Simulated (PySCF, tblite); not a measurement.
Bond stretch in SO, triplet.

Computed with: UCCSD(T) = CCSD(T) on UHF/cc-pVDZ, 6 core orbitals frozen (PySCF); GFN2-xTB, 300 K electronic temperature (tblite); UKS-r2SCAN = unrestricted r2SCAN/cc-pVDZ (PySCF).

Energies are in kJ/mol, each relative to the lowest point of its own curve near equilibrium.

```csv
R / Å,UCCSD(T),GFN2-xTB,UKS-r2SCAN
1.18,608.7,402.3,599.2
1.25,330.6,191.0,324.3
1.34,124.7,52.4,121.1
1.40,51.5,12.5,49.1
1.44,22.6,1.5,21.1
1.48,5.9,0.0,5.3
1.51,0.0,3.8,0.0
1.58,3.9,25.2,4.5
1.64,21.0,53.7,22.1
1.70,45.6,88.2,48.1
1.84,118.1,181.6,127.1
```

At the longest distance, 1.84 Å, GFN2-xTB lies highest above its minimum (181.6 kJ/mol) and UCCSD(T) lowest (118.1 kJ/mol).

The scan ran from 1.18 to 5.96 Å; beyond the distances shown one of the unrestricted levels run for this scan, shown here or not, changes its spin distribution in one step.
